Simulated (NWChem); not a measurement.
# BHF2 (SMILES FBF): how far must the basis set go?

BHF2: 4 atoms, total charge 0, spin state singlet. SMILES: `FBF`. The shape is that of a PBE0-D4/def2-TZVP optimisation.

```xyz
4

F     1.1543    0.4569   -0.3619
B    -0.0019   -0.0310    0.0252
F    -1.0954    0.5287   -0.4389
H    -0.0570   -0.9546    0.7756
```

Program: NWChem 7.3.0. Method: HF. Swept: basis set. Watched: the mean static polarisability. Each run: polarisability. Hardware: 1 thread of Intel Xeon Platinum 8488C (Sapphire Rapids), shared host.

The last row is the best point of the sweep, not the limit.

| basis set | basis functions | value (bohr³) | from the best (bohr³) | wall time |
| --- | --- | --- | --- | --- |
| def2-SVP | 47 | 10.609 | -3.872 | 2.9 s |
| def2-SVPD | 74 | 14.216 | -0.266 | 9.3 s |
| def2-TZVP | 99 | 13.194 | -1.288 | 32 s |
| def2-TZVPD | 126 | 14.482 | 0.000 | 60 s |

Over the sweep the value spans 3.872 bohr³.
